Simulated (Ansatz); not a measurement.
# OSi (charge +1): a test of scalar relativity

Run with Ansatz 0.2.0 through its Python package.

Contents of `osi.xyz`:
```text
2

Si    0.00000    0.00000    0.00000
O     0.00000    0.00000    1.81500
```

`x2c_osi.py`
```python
"""OSi(+) with and without the spin-free two-component Hamiltonian."""

import warnings

import ansatz as az
import numpy as np

warnings.simplefilter("ignore", az.DeckWarning)

osi = az.Crystal.molecule_from_extxyz("osi.xyz")

model = (
    osi.calculation()
    .functional("b3lyp", dispersion="d3bj")
    .charge(1)
    .spin("collinear", total=1)
    .accuracy("medium")
    .forces()
)
# a set contracted for a scalar-relativistic Hamiltonian goes with the relativistic run
sets = {"none": "cc-pVTZ", "scalar": "cc-pVTZ-DK"}
found = {kind: model.basis(gaussian=basis).pseudopotentials(relativity=kind).run(threads=1).report for kind, basis in sets.items()}
for kind, each in found.items():
    dipole = 4.803205 * np.linalg.norm(each["charge_distribution"]["dipole_moment_e_ang"])
    print(f"{kind:7s} E = {each['free_energy_ev']:.4f} eV  dipole {dipole:.3f} D  largest force component {np.abs(each['forces_ev_ang']).max():.4f} eV/A")
print(f"relativity lowers the total energy by {found['none']['free_energy_ev'] - found['scalar']['free_energy_ev']:.3f} eV")
```

`python x2c_osi.py` gives:
```text
none    E = -9914.4084 eV  dipole 3.737 D  largest force component 3.2316 eV/A
scalar  E = -9932.4307 eV  dipole 3.748 D  largest force component 3.2179 eV/A
relativity lowers the total energy by 18.022 eV
```

These settings explore the input space; basis and method may be short of convergence. The geometry is a force-field or estimated start, not a minimum of this method. The basis set changes with the Hamiltonian (a set recontracted for scalar relativity), and most of the change in the total lies in the cores. The run takes the species as open-shell (spin multiplicity 2), which needn't be its ground state. An ion's dipole depends on the origin; the program takes it about the centre of nuclear charge. b3lyp holds the VWN-RPA fit, as in Gaussian; the form of ORCA and Turbomole is b3lyp5. The spin state was assumed, and another may lie lower. It ran for 5.8 s on 1 thread of Arm Neoverse V2, on a shared host, peak memory 0.18 GiB.
